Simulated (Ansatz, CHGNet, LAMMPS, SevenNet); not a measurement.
Cubic perovskite SrTiO3 (cubic form, which distorts at low temperature), elastic constant C12

Reference value: 103 GPa (measured, 273 K, no zero-point or thermal correction; as tabulated in Frostenson et al. (2021), arXiv:2109.07393).

```json
[
 {"level (code)": "ionic model pedone2006 (rigid ions, LAMMPS)", "value (GPa)": "126", "cell (Å³/atom)": "12.07", "difference (%)": "+22"},
 {"level (code)": "CHGNet 0.3.0", "value (GPa)": "109", "cell (Å³/atom)": "12.27", "difference (%)": "+5.8"},
 {"level (code)": "SevenNet-0", "value (GPa)": "99.2", "cell (Å³/atom)": "12.27", "difference (%)": "-3.7"},
 {"level (code)": "LDA (Ansatz)", "value (GPa)": "111", "cell (Å³/atom)": "11.45", "difference (%)": "+7.8"},
 {"level (code)": "PBE (Ansatz)", "value (GPa)": "98.6", "cell (Å³/atom)": "12.20", "difference (%)": "-4.3"},
 {"level (code)": "PBEsol (Ansatz)", "value (GPa)": "104", "cell (Å³/atom)": "11.78", "difference (%)": "+1.0"},
 {"level (code)": "r²SCAN (Ansatz)", "value (GPa)": "108", "cell (Å³/atom)": "11.93", "difference (%)": "+4.9"},
 {"level (code)": "HSE06 (Ansatz)", "value (GPa)": "112", "cell (Å³/atom)": "11.81", "difference (%)": "+8.7"},
 {"level (code)": "PBE0 (Ansatz)", "value (GPa)": "113", "cell (Å³/atom)": "11.81", "difference (%)": "+9.7"}
]
```

The reference is not for a static lattice or low temperature, so close values are not ranked against it.

The reference isn't brought to a static lattice, while the calculations are for one, so the differences are not the levels' errors alone.  Ionic model pedone2006, CHGNet 0.3.0, SevenNet-0, LDA, PBE, PBEsol, r²SCAN, HSE06, PBE0: the relaxation could not lower the start's symmetry, so the cell can be a saddle point above a distorted one. Each level is taken at its own relaxed cell. Cutoffs differ between the levels. Ansatz's density-functional and Hartree–Fock values are scalar-relativistic unless marked +SOC, with PAW data made under PBE.

Empirical potentials (ionic model pedone2006) are fitted to chosen data: where that held the value shown, agreement is built in, and what lay outside the fit can be far off. Machine-learned potentials (CHGNet 0.3.0, SevenNet-0) are trained on DFT data: a solid inside that data is no test of them.

Differences are worked out from the printed values.

Ansatz is a first-principles code.
